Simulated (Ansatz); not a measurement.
Geometry optimisation, Ansatz, RKS B3LYP-D4/def2-SVP.

input.yaml

```yaml
crystal:
  periodic: [false, false, false]
  atoms:
    - { symbol: C, position_ang: [-0.8024, 1.0234, -0.4093] }
    - { symbol: C, position_ang: [-0.5327, -0.4049, -0.1888] }
    - { symbol: Si, position_ang: [-1.69904, -1.21573, 0.97132] }
    - { symbol: H, position_ang: [-1.784, 1.183, -0.8416] }
    - { symbol: H, position_ang: [-0.1447, 1.518, -1.1428] }
    - { symbol: H, position_ang: [-0.8133, 1.6549, 0.512] }
    - { symbol: H, position_ang: [0.46506, -0.52259, 0.22648] }
    - { symbol: H, position_ang: [-0.58497, -0.92535, -1.10598] }
    - { symbol: H, position_ang: [-3.1528, -1.13919, 0.45154] }
    - { symbol: H, position_ang: [-1.69064, -0.57043, 2.31182] }
    - { symbol: H, position_ang: [-1.37844, -2.66455, 1.14147] }
basis:
  gaussian: { orbitals: def2-SVP }
hamiltonian:
  xc: b3lyp
  dispersion: d4
relax:
  f_tol: 0.015
  max_steps: 40
output:
  orbitals: {}
```

Command:

```bash
$ ansatz run input.yaml --threads 1 --pin off --max-ram 2048MiB --backend cpu --events-out ev --progress --plain --runs-dir out
```

**Question.** Where does it end, and by what steps?

**Answer.** It converged. After 4 steps the energy has fallen by 0.216 eV; H4 moved furthest, 0.08 Å.

```csv
step,energy less start (eV),largest force component (eV/Å),accepted
0,0.0000,2.393,yes
1,-0.1887,1.053,yes
2,-0.2035,0.261,yes
3,-0.2158,0.074,yes
4,-0.2165,0.011,yes
```

```xyz
11
Properties=species:S:1:pos:R:3
C -0.827 1.086 -0.435
C -0.536 -0.401 -0.190
Si -1.741 -1.249 0.998
H -1.829 1.237 -0.869
H -0.098 1.532 -1.131
H -0.786 1.667 0.501
H 0.484 -0.532 0.215
H -0.553 -0.959 -1.143
H -3.139 -1.165 0.474
H -1.708 -0.589 2.338
H -1.385 -2.690 1.169
```

Whether the end is a true minimum wasn't checked by a vibrational analysis.

Time of the run: 17 s on 1 thread of AMD EPYC 7R43 64-Core Processor (Zen 3), on a shared host, peak memory 0.17 GiB.
